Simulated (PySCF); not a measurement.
## Working out the ionisation energy of P

P [Ne] 3s2 3p3 (4S) → P+ [Ne] 3s2 3p2 (3P). Calculation: PySCF 2.14, in x2c-TZVPPall (5s5p3d1f, 42 functions); the spin-free X2C one-electron Hamiltonian (Gaussian nucleus). Frozen: [Ne]. Energies in hartree (1 hartree = 27.21139 eV):

```
            part    P (lower)   P+ (upper)
             UHF  -341.526078  -341.162357
CCSD correlation    -0.100879    -0.082229
             (T)    -0.003816    -0.002302
```

Q: What does Hartree-Fock give?

A: (-341.162357) − (-341.526078) = 0.363721 hartree = 9.897 eV.

Q: What do CCSD and CCSD(T) give?

A: The CCSD correlation energies differ by 0.018650 hartree = 0.507 eV and the triples by 0.001514 hartree = 0.041 eV, so CCSD gives 10.404 eV and CCSD(T) 10.445 eV.

Measured between the centres of the two terms (NIST): 10.526 eV, so CCSD(T) (valence) is off by -0.081 eV.

What remains against the reference includes basis incompleteness, the frozen core and higher excitations.
